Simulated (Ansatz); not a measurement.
Pyrite PtSb2, relaxed in Ansatz (plane waves) with several semilocal functionals. Each gives its own volume and its own bulk modulus:

```json
[
 {"level": "LDA", "V0 (Å³/atom)": "22.068", "bulk modulus B0 (GPa)": "126.6", "ln V0": "3.0941", "ln B0": "4.8410"},
 {"level": "PBEsol", "V0 (Å³/atom)": "22.496", "bulk modulus B0 (GPa)": "120.0", "ln V0": "3.1133", "ln B0": "4.7875"},
 {"level": "PBE", "V0 (Å³/atom)": "23.447", "bulk modulus B0 (GPa)": "105.0", "ln V0": "3.1547", "ln B0": "4.6540"}
]
```

Question: Fit a straight line to ln B0 against ln V0. What does it predict for r²SCAN, whose volume is 22.929 Å³/atom?

Answer: With x = ln V0 and y = ln B0: means 3.12070 and 4.76083; Σ(Δx Δy) = -0.005962, Σ(Δx²) = 0.001918, so the slope is -3.11. At x = 3.1324 the line gives y = 4.76083 + (-3.11) × (3.1324 − 3.12070) = 4.7244, or 112.7 GPa. The run with r²SCAN gives 115.9 GPa, +2.8 % from the line. The rows used scatter about it by up to 0.4 %, while the largest value lies 21 % above the smallest. For comparison, PBE's own equation of state has B′ = 5.3, the slope −d ln B/d ln V at a fixed functional; the two needn't agree, since functionals also differ at one volume.

The crystal itself was run without spin with LDA, PBEsol, r²SCAN, PBE; a magnetic state was not tried in these runs.

Ansatz's density-functional and Hartree–Fock values are scalar-relativistic unless marked +SOC, with PAW data made under PBE.

Ansatz is a first-principles code.
